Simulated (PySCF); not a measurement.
**EPR parameters of CH2FO**

Species: CH₂FO (doublet state).
Numbering: `[O:1][CH2:2][F:3]` (hydrogens: H4, H5 on C2)

Method used: UKS B3LYP, pcH-1 on C F H O, non-relativistic, mean-field spin-orbit, GIAO in PySCF. Geometry: GFN2-xTB; no solvent, vibrations or thermal averaging. A GFN2-xTB geometry isn't a minimum of the functional, and hyperfine couplings can be far from their values at a DFT geometry.

```
g1, g2, g3        : 2.00208, 2.00769, 2.01924
g_iso             : 2.00967
Form of g         : rhombic: the two nearest values differ by 33 % of g3 − g1
⟨S²⟩              : 0.7552 (exact 0.7500)
α and β electrons : 13, 12
Total energy      : -214.31076 Eh
```

Isotropic coupling and dipolar principal values T1 to T3, in MHz; ρ(0) is the spin density at the nucleus:

| atom | isotope | a_iso | T1 | T2 | T3 | Mulliken spin population | ρ(0) (bohr⁻³) |
| --- | --- | --- | --- | --- | --- | --- | --- |
| O1 | 17O | -46.0 | -237.2 | 116.6 | 120.7 | 0.77 | 0.0758 |
| C2 | 13C | -70.3 | -8.6 | 3.4 | 5.2 | -0.09 | -0.0625 |
| F3 | 19F | -43.4 | -40.4 | -35.4 | 75.9 | 0.01 | -0.0103 |
| H4 | 1H | 354.9 | -8.3 | -4.9 | 13.2 | 0.16 | 0.0794 |
| H5 | 1H | 354.8 | -8.3 | -4.9 | 13.2 | 0.16 | 0.0794 |

The largest Mulliken spin populations are on O1 (+0.77), H4 (+0.16), H5 (+0.16) and C2 (-0.09). Three atoms exceed +0.15. The positive populations add up to 1.09 and the negative ones to -0.09, together 2S = 1.

Axes: g3 points within 3° of the O1–C2 bond.

Under fast tumbling the dipolar parts average out, and these isotropic splittings remain: 2 × 1H (H4/H5, I = 1/2, 3 lines) with 12.62 mT and 1 × 19F (F3, I = 1/2, 2 lines) with 1.54 mT.

Means are taken over nuclei equivalent by connectivity, which assumes that they swap fast.

The 17O coupling of O1 (-46.0 MHz) shows only in satellite lines or after enrichment, since that isotope makes up about 0.038 % of natural oxygen.

The 13C coupling of C2 (-70.3 MHz) shows only in satellite lines or after enrichment, since that isotope makes up about 1.07 % of natural carbon.
